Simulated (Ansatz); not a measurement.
Two isomers of C6H10: A = `CC#CCCC`, B = `CCC#CCC`.

Calculated with Ansatz (gas phase, PBE0-D4/def2-TZVP geometries, no zero-point term in ΔE). CBS: MP2 limit from def2 TZ/QZ plus the TZ coupled-cluster correction, frozen cores. DFT in def2-TZVPP. B3LYP here is the variant with VWN-RPA as its local correlation; programs differ in this. One conformer a species, not always the lowest.

A:

```xyz
16

C     2.8575    0.4957   -1.1340
C     1.6033    0.6250   -0.4157
C     0.5642    0.7395    0.1790
C    -0.6958    0.8473    0.8986
C    -1.4205   -0.4921    1.0532
C    -1.8136   -1.1123   -0.2745
H     2.8413   -0.3704   -1.8008
H     3.0545    1.3819   -1.7430
H     3.6963    0.3706   -0.4442
H    -0.5080    1.2790    1.8875
H    -1.3494    1.5548    0.3743
H    -2.3109   -0.3288    1.6688
H    -0.7752   -1.1791    1.6090
H    -2.3227   -2.0677   -0.1301
H    -2.4879   -0.4553   -0.8314
H    -0.9331   -1.2880   -0.8968
```

B:

```xyz
16

C     0.079   -0.757    2.609
C    -0.388    0.588    2.056
C    -0.299    0.664    0.606
C    -0.218    0.705   -0.594
C    -0.109    0.729   -2.044
C     0.425   -0.580   -2.620
H     1.119   -0.946    2.339
H    -0.003   -0.773    3.697
H    -0.526   -1.571    2.206
H    -1.422    0.774    2.363
H     0.209    1.395    2.495
H     0.543    1.557   -2.342
H    -1.092    0.948   -2.475
H     1.419   -0.799   -2.226
H    -0.229   -1.413   -2.360
H     0.492   -0.521   -3.709
```

Task: Which isomer does CCSD(T)/CBS put lower? Give the gap. (Estimate.)

Result: Computed: A, by 0.6 kcal/mol.

Task: Give E(B) − E(A) in kcal/mol with B2PLYP, r2SCAN-D4, MP2/def2-TZVPP, HF/def2-TZVPP, B3LYP-D4, BLYP-D4, LDA (SPW92). (Estimate.)

Result: The calculation gave: B2PLYP 0.3, r2SCAN-D4 0.8, MP2/def2-TZVPP 0.6, HF/def2-TZVPP -0.3, B3LYP-D4 0.6, BLYP-D4 0.5, LDA (SPW92) 1.3. The order is the other way round with HF/def2-TZVPP.

Largest T1 diagnostic: 0.010.

In def2-TZVPP, CCSD(T) changes the Hartree–Fock value by +0.8 kcal/mol (the triples alone add +0.1 kcal/mol) and MP2 by +0.9 kcal/mol. Leaving LDA and LC-ωPBE aside and taking each functional with its dispersion term where it has one, the values, not all of them listed here, spread over 0.6 kcal/mol, from B2PLYP to B97M-V. LDA lies +0.9 kcal/mol from PBE without D4.
